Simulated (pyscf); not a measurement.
## Hydrogen abstraction: `[SiH3][NH][SiH3]` + `[H]` [doublet] → `[SiH2][NH][SiH3]` [doublet] + `[H][H]`

Gas phase, doublet surface, charge 0. Bonds broken: Si1–H4. Bonds formed: H4–H11. Structures and frequencies: ωB97X-D3(BJ)/def2-SVP in PySCF.

Transition state (Å):

```xyz
11

Si    -0.9886     0.9440     1.3324
N      0.5921     0.4369     0.8216
Si     1.2206     0.3668    -0.8042
H     -1.0497     2.4728     1.7530
H     -1.4252     0.1570     2.5243
H     -1.9321     0.7588     0.1940
H      1.2650     0.2737     1.5675
H      2.1767     1.4754    -1.1045
H      0.0568     0.4702    -1.7276
H      1.9418    -0.9200    -1.0336
H     -1.0625     3.6580     2.0566
```

One imaginary mode, 864i cm⁻¹; descent along it reached the two sides named.

| bond | change | reactant side (Å) | saddle | product side |
|---|---|---|---|---|
| Si1–H4 | breaks | 1.495 | 1.587 | 3.3 |
| H4–H11 | forms | 3.4 | 1.224 | 0.761 |

Electronic energies relative to the separated reactants (kJ/mol):

```json
[
 {"level": "ωB97X-D3(BJ)/def2-TZVP", "barrier": "17.5", "reaction energy": "-50.7", "reverse barrier": "68.2"},
 {"level": "PBE/def2-TZVP", "barrier": "-3.0", "reaction energy": "-65.6", "reverse barrier": "62.6"},
 {"level": "r²SCAN/def2-TZVP", "barrier": "-6.5", "reaction energy": "-69.1", "reverse barrier": "62.6"},
 {"level": "B3LYP-D3(BJ)/def2-TZVP", "barrier": "-2.1", "reaction energy": "-68.1", "reverse barrier": "66.1"},
 {"level": "PBE0-D3(BJ)/def2-TZVP", "barrier": "5.1", "reaction energy": "-56.4", "reverse barrier": "61.5"},
 {"level": "M06-2X/def2-TZVP", "barrier": "20.7", "reaction energy": "-60.4", "reverse barrier": "81.2"},
 {"level": "ωB97M-D3(BJ)/def2-TZVP", "barrier": "18.0", "reaction energy": "-50.3", "reverse barrier": "68.2"},
 {"level": "HF/def2-TZVP", "barrier": "53.5", "reaction energy": "-27.0", "reverse barrier": "80.5"}
]
```

With ωB97M-D3(BJ)/def2-TZVP energies and thermal terms (ideal gas, 1 atm, RRHO with modes under 100 cm⁻¹ raised to 100, one conformer, R ln 2 for rigid chiral ones), in kJ/mol:

| T (K) | ΔH‡ | ΔG‡ | ΔH | ΔG |
|---|---|---|---|---|
| 298 | 11.5 | 38.1 | -47.7 | -53.3 |
| 600 | 10.6 | 65.6 | -47.5 | -59.3 |
| 900 | 10.1 | 93.2 | -49.2 | -64.9 |
| 1200 | 9.6 | 120.9 | -51.8 | -69.8 |

At PBE, r²SCAN, B3LYP-D3(BJ) this geometry lies under the reactants; that is no barrier but a single point on another level's saddle; such a level's own saddle, if it has one, lies nearer that side and is low. One saddle was located; it need not be the lowest between these sides. The angle at the transferred H is 178°.
